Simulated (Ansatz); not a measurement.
Basis-set extrapolation for `N[SiH2][AlH2]` (PBE0-D4/def2-TZVP geometry, frozen core, Ansatz 0.2.0). Multiplicity 1, RHF reference.

|  | def2-TZVPP | def2-QZVPP |
| --- | --- | --- |
| HF | -588.839098 | -588.858339 |
| MP2 correlation | -0.423970 | -0.455065 |
| CCSD(T) correlation | -0.485499 | not run |

Energies in hartree. Use E(X) = E(∞) + A·exp(−7.88·√X) for Hartree–Fock and E(X) = E(∞) + B·X^(−2.97) for correlation, with X = 3 and 4, and add CCSD(T) minus MP2 of the smaller set to the MP2 limit.

**Question.** What is the CCSD(T) energy at the basis-set limit?

**Answer.** HF limit: -588.858339 + (-0.019241) × 0.13774 = -588.86099. MP2 limit: -0.455065 + (-0.031095) × 0.74074 = -0.47810. Higher-order term: -0.485499 − (-0.423970) = -0.06153. Total: -589.40062 hartree, 199.6 kJ/mol below CCSD(T)/def2-TZVPP.
